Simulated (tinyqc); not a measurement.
Worked calculation: CIS on RHF in the sto-3g basis, frozen core, for H2O, spin multiplicity 1. One step of it, computed by the program tinyqc.

Problem. CIS matrix, singlets. A(ia,jb) = (e_a - e_i) d_ij d_ab + 2 (ia|jb) - (ij|ab).

orbital energies (hartree): [-20.239712, -1.224098, -0.588027, -0.423617, -0.380953, 0.508067, 0.682328]

Two-electron integrals over orbitals (pq|rs), unique and non-zero (hartree); the lowest 1 orbital is frozen and left out:
```
(22|22) 0.721999    (32|22) 0.007143    (32|32) 0.137720    (33|22) 0.624318
(33|32) -0.003597   (33|33) 0.608294    (42|22) -0.011820   (42|32) 0.002245
(42|33) 0.005160    (42|42) 0.128651    (43|22) 0.008438    (43|32) 0.025669
(43|33) 0.003849    (43|42) -0.008551   (43|43) 0.050417    (44|22) 0.674522
(44|32) -0.008191   (44|33) 0.580977    (44|42) -0.101690   (44|43) 0.009973
(44|44) 0.752094    (52|52) 0.147670    (53|52) -0.004722   (53|53) 0.027305
(54|52) -0.043475   (54|53) 0.002620    (54|54) 0.051442    (55|22) 0.750449
(55|32) -0.004547   (55|33) 0.611001    (55|42) -0.072040   (55|43) 0.011314
(55|44) 0.715739    (55|55) 0.880159    (62|22) -0.132078   (62|32) 0.011500
(62|33) -0.065882   (62|42) -0.027473   (62|43) -0.005135   (62|44) -0.078056
(62|55) -0.147359   (62|62) 0.094977    (63|22) 0.032040    (63|32) 0.042516
(63|33) 0.017712    (63|42) -0.011334   (63|43) 0.035492    (63|44) 0.022781
(63|55) 0.036300    (63|62) -0.016436   (63|63) 0.081035    (64|22) -0.110803
(64|32) -0.011632   (64|33) -0.043662   (64|42) 0.032114    (64|43) -0.008601
(64|44) -0.124414   (64|55) -0.129309   (64|62) 0.061262    (64|63) -0.026604
(64|64) 0.080155    (65|52) -0.055410   (65|53) 0.005655    (65|54) -0.002092
(65|65) 0.035867    (66|22) 0.591096    (66|32) -0.028983   (66|33) 0.555654
(66|42) 0.053810    (66|43) -0.018782   (66|44) 0.543054    (66|55) 0.574794
(66|62) -0.086889   (66|63) -0.014273   (66|64) -0.041521   (66|66) 0.591627
(72|22) 0.030543    (72|32) 0.047809    (72|33) 0.009392    (72|42) -0.001097
(72|43) -0.028955   (72|44) 0.021899    (72|55) 0.032891    (72|62) -0.007568
(72|63) -0.028629   (72|64) -0.015092   (72|66) 0.017707    (72|72) 0.067854
(73|22) 0.152013    (73|32) -0.016075   (73|33) 0.088709    (73|42) -0.070882
(73|43) 0.002163    (73|44) 0.155217    (73|55) 0.194404    (73|62) -0.070963
(73|63) 0.012239    (73|64) -0.081848   (73|66) 0.045114    (73|72) 0.020486
(73|73) 0.151226    (74|22) 0.006020    (74|32) -0.070915   (74|33) 0.006781
(74|42) 0.001190    (74|43) -0.003485   (74|44) 0.012987    (74|55) 0.011036
(74|62) -0.012290   (74|63) -0.046897   (74|64) 0.004963    (74|66) 0.024509
(74|72) -0.015590   (74|73) 0.018082    (74|74) 0.065115    (75|52) 0.011768
(75|53) 0.023235    (75|54) -0.001261   (75|65) -0.002191   (75|75) 0.025869
(76|22) -0.003740   (76|32) -0.090111   (76|33) 0.006376    (76|42) -0.010877
(76|43) -0.051543   (76|44) 0.013029    (76|55) 0.004912    (76|62) 0.002646
(76|63) -0.064786   (76|64) 0.013264    (76|66) 0.031507    (76|72) 0.004188
(76|73) 0.022312    (76|74) 0.052534    (76|76) 0.106580    (77|22) 0.620437
(77|32) 0.034139    (77|33) 0.593813    (77|42) -0.017931   (77|43) 0.021576
(77|44) 0.595763    (77|55) 0.621553    (77|62) -0.064636   (77|63) 0.042698
(77|64) -0.053209   (77|66) 0.542727    (77|72) 0.014497    (77|73) 0.093710
(77|74) -0.016950   (77|76) -0.030309   (77|77) 0.622923
```

Give: CIS matrix A, singlet.

Solution.

CIS matrix A, singlet (hartree), order 2>6, 2>7, 3>6, 3>7, 4>6, 4>7, 5>6, 5>7:
```
[[1.3310, -0.0114, -0.0039, -0.0518, 0.0687, -0.0137, 0.0000, 0.0000],
 [-0.0114, 1.4217, 0.0329, 0.0068, -0.0193, -0.0132, 0.0000, 0.0000],
 [-0.0039, 0.0329, 0.7025, 0.0181, -0.0344, -0.0423, 0.0000, 0.0000],
 [-0.0518, 0.0068, 0.0181, 0.9790, -0.1122, 0.0146, 0.0000, 0.0000],
 [0.0687, -0.0193, -0.0344, -0.1122, 0.5489, -0.0031, 0.0000, 0.0000],
 [-0.0137, -0.0132, -0.0423, 0.0146, -0.0031, 0.6404, 0.0000, 0.0000],
 [0.0000, 0.0000, 0.0000, 0.0000, 0.0000, 0.0000, 0.3860, -0.0093],
 [0.0000, 0.0000, 0.0000, 0.0000, 0.0000, 0.0000, -0.0093, 0.4935]]
```
